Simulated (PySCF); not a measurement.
# PBE0/STO-3G run of H2S2 (SMILES SS)

What is the vertical ionisation energy of H2S2 at PBE0/STO-3G? Input form: a Python script.

Program for the calculation: PySCF 2.14.0.

11 further runs of the same task are left out: 11 set aside as unsound or not needed.

### Step 1. The molecule

The species is H2S2 (4 atoms), meant as a singlet with charge 0. As SMILES, `SS`. The coordinates come from a PBE0-D4/def2-TZVP relaxation.

Bond lengths: S1–S2 2.046 Å, S1–H3 1.347 Å, S2–H4 1.347 Å. Angles: S1–S2–H4 98.6°, S2–S1–H3 98.6°.

### Step 2. The energy at PBE0/STO-3G

The input, run.py:

```python
from pyscf import gto, dft

system = gto.Mole()
system.atom = '''
S      1.482452    -1.491391     0.314998
S      0.113799     2.119441     0.127292
H     -0.425982    -2.556025     1.619269
H     -1.170288     1.927993    -2.061597
'''
system.unit = 'bohr'
system.verbose = 3
system.basis = 'sto-3g'
system.max_memory = 1860
system.charge = 0
system.build()

mf = dft.RKS(system)
mf.xc = 'pbe0'
mf.grids.level = 5
mf.conv_tol = 1e-10
mf.kernel()
if not mf.converged:
    mf = mf.newton().run(mf.mo_coeff, mf.mo_occ)

e_tot = mf.e_tot
print(f'total energy: {e_tot:.8f} hartree')
```

Launch:

```bash
$ OMP_NUM_THREADS=1 python run.py
```

The log of the run:

```text
converged SCF energy = -788.472215183065
total energy: -788.47221518 hartree
```

It took 2 s on 1 thread of Arm Neoverse V1, shared host; peak memory 0.2 GiB.

### Step 3. The doublet cation

The input, run.py:

```python
from pyscf import gto, dft

system = gto.M(
    atom='S 0.784480 -0.789210 0.166690; S 0.060220 1.121560 0.067360; H -0.225420 -1.352590 0.856880; H -0.619290 1.020250 -1.090950',
    charge=1,
    basis='sto-3g',
    spin=1,
    verbose=3,
    max_memory=1860,
)

calc0 = dft.UKS(system, xc='pbe0')
calc0.conv_tol = 1e-10
calc0.grids.level = 5
calc0.kernel()
if not calc0.converged:
    calc0 = calc0.newton().run(calc0.mo_coeff, calc0.mo_occ)

energy = calc0.e_tot
print('E = %.10f Eh' % energy)
```

Launch:

```bash
$ OMP_NUM_THREADS=1 python run.py
```

The log of the run:

```text
converged SCF energy = -788.207340998255  <S^2> = 0.75313001  2S+1 = 2.0031276
E = -788.2073409983 Eh
```

Wall time 4.2 s (1 thread of Arm Neoverse V1, shared host); peak memory 0.21 GiB.

### Step 4. What came out

Level: PBE0/STO-3G.

| quantity | value |
| --- | --- |
| singlet H2S2: total energy | -788.47222 Eh |
| singlet H2S2: dipole moment | 1.18 D |
| singlet H2S2: HOMO energy | -3.89 eV |
| singlet H2S2: LUMO energy | 4.44 eV |
| singlet H2S2: HOMO–LUMO gap | 8.33 eV |
| doublet cation: total energy | -788.20734 Eh |
| doublet cation: HOMO energy (highest over α and β) | -12.19 eV |
| doublet cation: LUMO energy (lowest over α and β) | -10.49 eV |
| doublet cation: ⟨S²⟩ | 0.753 |
| vertical ionisation energy (to the doublet cation) | 7.208 eV |

In words: Removing an electron at fixed nuclei costs 7.21 eV (695 kJ/mol). The negative HOMO energy of the first species, 3.89 eV, lies 3.32 eV below that difference. In a minimal basis such a difference can be off by several eV, whatever the method.
